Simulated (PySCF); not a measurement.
Compound: methyl propyl ether, C₄H₁₀O.
Numbering: `[CH3:1][CH2:2][CH2:3][O:4][CH3:5]` (hydrogens: H6, H7, H8 on C1; H9, H10 on C2; H11, H12 on C3; H13, H14, H15 on C5)

The same species was optimised twice, with GFN2-xTB and with PBE0-D3(BJ)/def2-SVP (PySCF), and the same property calculations (PySCF, gas phase) were run on both structures.

```json
{"coordinate": "C1–H8 (Å)", "GFN2-xTB": "1.088", "PBE0-D3(BJ)/def2-SVP": "1.102", "change": "+0.014"}
{"coordinate": "C1–H7 (Å)", "GFN2-xTB": "1.088", "PBE0-D3(BJ)/def2-SVP": "1.102", "change": "+0.014"}
{"coordinate": "C3–O4 (Å)", "GFN2-xTB": "1.410", "PBE0-D3(BJ)/def2-SVP": "1.396", "change": "-0.014"}
{"coordinate": "C1–H6 (Å)", "GFN2-xTB": "1.087", "PBE0-D3(BJ)/def2-SVP": "1.100", "change": "+0.013"}
{"coordinate": "C2–H9 (Å)", "GFN2-xTB": "1.091", "PBE0-D3(BJ)/def2-SVP": "1.103", "change": "+0.012"}
{"coordinate": "C2–H10 (Å)", "GFN2-xTB": "1.091", "PBE0-D3(BJ)/def2-SVP": "1.103", "change": "+0.012"}
{"coordinate": "C5–H13 (Å)", "GFN2-xTB": "1.088", "PBE0-D3(BJ)/def2-SVP": "1.099", "change": "+0.011"}
{"coordinate": "C5–H14 (Å)", "GFN2-xTB": "1.098", "PBE0-D3(BJ)/def2-SVP": "1.109", "change": "+0.011"}
{"coordinate": "O4–C5 (Å)", "GFN2-xTB": "1.402", "PBE0-D3(BJ)/def2-SVP": "1.390", "change": "-0.012"}
{"coordinate": "C5–H15 (Å)", "GFN2-xTB": "1.098", "PBE0-D3(BJ)/def2-SVP": "1.109", "change": "+0.011"}
{"coordinate": "C2–C3 (Å)", "GFN2-xTB": "1.524", "PBE0-D3(BJ)/def2-SVP": "1.513", "change": "-0.011"}
{"coordinate": "C3–H11 (Å)", "GFN2-xTB": "1.103", "PBE0-D3(BJ)/def2-SVP": "1.112", "change": "+0.009"}
{"coordinate": "C3–H12 (Å)", "GFN2-xTB": "1.103", "PBE0-D3(BJ)/def2-SVP": "1.112", "change": "+0.009"}
{"coordinate": "C1–C2 (Å)", "GFN2-xTB": "1.523", "PBE0-D3(BJ)/def2-SVP": "1.519", "change": "-0.004"}
{"coordinate": "H9–C2–H10 (°)", "GFN2-xTB": "107.7", "PBE0-D3(BJ)/def2-SVP": "106.2", "change": "-1.5"}
{"coordinate": "H11–C3–H12 (°)", "GFN2-xTB": "107.7", "PBE0-D3(BJ)/def2-SVP": "106.2", "change": "-1.5"}
{"coordinate": "C1–C2–C3 (°)", "GFN2-xTB": "111.4", "PBE0-D3(BJ)/def2-SVP": "112.8", "change": "+1.4"}
{"coordinate": "O4–C5–H13 (°)", "GFN2-xTB": "106.8", "PBE0-D3(BJ)/def2-SVP": "108.1", "change": "+1.3"}
{"coordinate": "H13–C5–H15 (°)", "GFN2-xTB": "109.5", "PBE0-D3(BJ)/def2-SVP": "108.4", "change": "-1.1"}
{"coordinate": "H13–C5–H14 (°)", "GFN2-xTB": "109.4", "PBE0-D3(BJ)/def2-SVP": "108.4", "change": "-1.0"}
{"coordinate": "H6–C1–H7 (°)", "GFN2-xTB": "108.5", "PBE0-D3(BJ)/def2-SVP": "107.5", "change": "-1.0"}
{"coordinate": "H6–C1–H8 (°)", "GFN2-xTB": "108.5", "PBE0-D3(BJ)/def2-SVP": "107.4", "change": "-1.1"}
{"coordinate": "C1–C2–C3–O4 (°)", "GFN2-xTB": "180", "PBE0-D3(BJ)/def2-SVP": "180", "change": "0"}
{"coordinate": "C2–C3–O4–C5 (°)", "GFN2-xTB": "180", "PBE0-D3(BJ)/def2-SVP": "180", "change": "0"}
```

Rotational constants: A = 20068, B = 2131, C = 2024 MHz (GFN2-xTB) against A = 20307, B = 2132, C = 2028 MHz (PBE0-D3(BJ)/def2-SVP). Point groups within 0.08 Å: Cs and Cs.

On the GFN2-xTB structure: HOMO (eV) -7.28 [PBE0/pcSseg-1]; LUMO (eV) 1.57 [PBE0/pcSseg-1]; dipole (D) 1.19 [PBE0/pcSseg-1]; GIAO shielding of C1 (ppm) 175.2 [PBE0/pcSseg-1]; GIAO shielding of C2 (ppm) 159.2 [PBE0/pcSseg-1]; GIAO shielding of C3 (ppm) 106.3 [PBE0/pcSseg-1]; GIAO shielding of O4 (ppm) 306.8 [PBE0/pcSseg-1]; GIAO shielding of C5 (ppm) 125.4 [PBE0/pcSseg-1].

**Question.** What do these properties become on the PBE0-D3(BJ)/def2-SVP structure?

**Answer.** 
| property | level | on GFN2-xTB | on PBE0-D3(BJ)/def2-SVP | change |
| --- | --- | --- | --- | --- |
| HOMO (eV) | PBE0/pcSseg-1 | -7.28 | -7.31 | -0.03 |
| LUMO (eV) | PBE0/pcSseg-1 | 1.57 | 1.56 | -0.01 |
| dipole (D) | PBE0/pcSseg-1 | 1.19 | 1.13 | -0.06 |
| energy, GFN2-xTB geometry as zero (kcal/mol) | PBE0/pcSseg-1 | 0.0 | -0.2 | -0.2 |
| GIAO shielding of C1 (ppm) | PBE0/pcSseg-1 | 175.2 | 173.2 | -2.0 |
| GIAO shielding of C2 (ppm) | PBE0/pcSseg-1 | 159.2 | 158.2 | -1.0 |
| GIAO shielding of C3 (ppm) | PBE0/pcSseg-1 | 106.3 | 107.1 | +0.8 |
| GIAO shielding of O4 (ppm) | PBE0/pcSseg-1 | 306.8 | 308.8 | +2.0 |
| GIAO shielding of C5 (ppm) | PBE0/pcSseg-1 | 125.4 | 125.1 | -0.3 |

The heavy atoms differ by 0.012 Å rms after alignment. Among all bonds C1–H6, C1–H7, C1–H8 and C3–O4 change most and about equally (-0.014 to +0.014 Å). Changes are differences of the printed values. Neither structure is proved a minimum here.

Shape of the structure used: `[CH3:1][CH2:2][CH2:3][O:4][CH3:5]`: C1–C2–C3–O4 180°, C2–C3–O4–C5 180°.
